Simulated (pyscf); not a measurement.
7 gas-phase steps of one pattern: four-centre exchange on the singlet surface, Cl–H + Ge–O or Cl–H + O–Si or F–H + Ge–O or F–H + O–Si broken and Cl–Ge + H–O or Cl–Si + H–O or F–Ge + H–O or F–Si + H–O formed. Single points on ωB97X-D3(BJ)/def2-SVP structures (PySCF, gas phase). Electronic energies in kcal/mol, from the separated reactants; ΔE‡ at ωB97M-D3(BJ)/def2-TZVP, beside the barrier at PBE/def2-TZVP on the same structures. Rows were drawn at random from the steps of this pattern with a verified saddle, stable references and no exit in the data more than 5 kcal/mol lower.

```
row                                               step  ΔE‡(PBE)   ΔE‡
---  -------------------------------------------------  --------  ----
1                  H₂B–O–GeH₃ + HCl → Cl–GeH₃ + H₂B–OH       9.7  12.6
2        HO–Si(Cl)(Cl)–Cl + HF → H₂O + F–Si(Cl)(Cl)–Cl      15.9  19.0
3    H₃Si–O–SiH₂–O–SiH₃ + HF → F–SiH₂–O–SiH₃ + HO–SiH₃      14.0  17.3
4      HO–Ge(OH)(OH)–OH + HCl → HO–Ge(OH)(OH)–Cl + H₂O       3.0     ?
5                  HF + HO–GeH(F)–F → F–GeH(F)–F + H₂O       4.6   8.1
6            HCl + HO–SiH(Cl)–Cl → Cl–SiH(Cl)–Cl + H₂O      17.7  21.3
7     HO–Si(OH)(Cl)–Cl + HCl -> HO–Si(Cl)(Cl)–Cl + H₂O      16.6  19.4
```

Task: From a straight line through the complete rows, estimate the missing barrier and say how far the line can be trusted.

Result: Over the 6 complete rows the means are +13.1 (ΔE‡(PBE)) and 16.3 (ΔE‡); least squares gives b = 0.99 and a = 3.3 kcal/mol, with residuals of 0.3 kcal/mol (root mean square; largest 0.5, row 6). For row 4: 3.3 + 0.99 × (+3.0) = 6.3 kcal/mol, an extrapolation. The computed barrier is 6.6 kcal/mol, 0.3 over the line. The line follows the complete rows closely. Each barrier is that of the saddle found. Elements up to Kr have no core potential and no relativistic terms here.
